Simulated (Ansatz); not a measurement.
**C2H7N: where a starting geometry ends**

The starting geometry of this gas-phase triplet was optimised with GFN2-xTB as a singlet; its bonds are those of `CCN`.

```yaml
atoms:
  - { symbol: C, position_ang: [0.0276, 0.5103, -0.2168] }
  - { symbol: C, position_ang: [-1.3962, 0.7884, 0.2757] }
  - { symbol: N, position_ang: [-2.4472, 0.3738, -0.6363] }
  - { symbol: H, position_ang: [0.7549, 0.8482, 0.5166] }
  - { symbol: H, position_ang: [0.1722, -0.5569, -0.3806] }
  - { symbol: H, position_ang: [0.2144, 1.0315, -1.1546] }
  - { symbol: H, position_ang: [-1.5196, 1.8607, 0.4503] }
  - { symbol: H, position_ang: [-1.5628, 0.2702, 1.2239] }
  - { symbol: H, position_ang: [-2.3385, 0.8437, -1.5296] }
  - { symbol: H, position_ang: [-2.3857, -0.6248, -0.8085] }
```

Problem. Predict what it relaxes into with B3LYP-D3(BJ)/def2-SVP.

Solution. It loosens into C2H6N + H, which stay close as a complex. Contacts that open: N3–H9 (1.02 → 2.18 Å).

The energy falls by 1.97 eV over 26 steps:

| step | E − E(last) (eV) |
| --- | --- |
| 1 | 1.967 |
| 4 | 0.800 |
| 7 | 0.681 |
| 9 | 0.286 |
| 12 | 0.039 |
| 15 | 0.018 |
| 18 | 0.004 |
| 20 | 0.001 |
| 23 | 0.000 |
| 26 | 0.000 |

Final geometry (Å):

```yaml
atoms:
  - { symbol: C, position_ang: [0.1617, 0.3588, -0.0354] }
  - { symbol: C, position_ang: [-1.2984, 0.7815, 0.1684] }
  - { symbol: N, position_ang: [-2.2131, 0.2803, -0.8162] }
  - { symbol: H, position_ang: [0.8060, 0.7951, 0.7440] }
  - { symbol: H, position_ang: [0.2693, -0.7379, 0.0085] }
  - { symbol: H, position_ang: [0.5331, 0.7000, -1.0142] }
  - { symbol: H, position_ang: [-1.3832, 1.8814, 0.2051] }
  - { symbol: H, position_ang: [-1.6410, 0.4183, 1.1643] }
  - { symbol: H, position_ang: [-3.7063, 1.5896, -1.7181] }
  - { symbol: H, position_ang: [-2.0090, -0.7219, -0.9660] }
```

The end wasn't checked by frequencies. Open shells are spin-unrestricted. The triplet needn't be the ground state. Run with Ansatz 0.2.0, 59 s on 2 threads of Intel(R) Xeon(R) Platinum 8488C (Sapphire Rapids), with other jobs on the host.
